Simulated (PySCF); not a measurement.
P2: energy against distance

Set-up: PySCF, no relativity, basis sets P def2-TZVP. Energies in eV from P + P in their ground configurations at the same level. State: ¹Σg⁺ (singlet), closed shell.

All columns are PBE0.

```tsv
R (Å)	E (eV)	HOMO (eV)	LUMO (eV)	Mayer bond order	⟨S²⟩
1.620	-2.782	-8.05	-1.67	2.99	0.00
1.696	-3.914	-8.17	-1.93	2.98	0.00
1.771	-4.543	-8.25	-2.18	2.97	0.00
1.827	-4.767	-8.25	-2.37	2.96	0.00
1.884	-4.830	-8.09	-2.54	2.96	0.00
1.940	-4.768	-7.95	-2.71	2.96	0.00
2.016	-4.539	-7.77	-2.93	2.97	0.00
2.110	-4.090	-7.58	-3.18	2.97	0.00
2.223	-3.410	-7.38	-3.46	2.98	0.00
2.374	-2.398	-7.15	-3.78	2.99	0.00
```
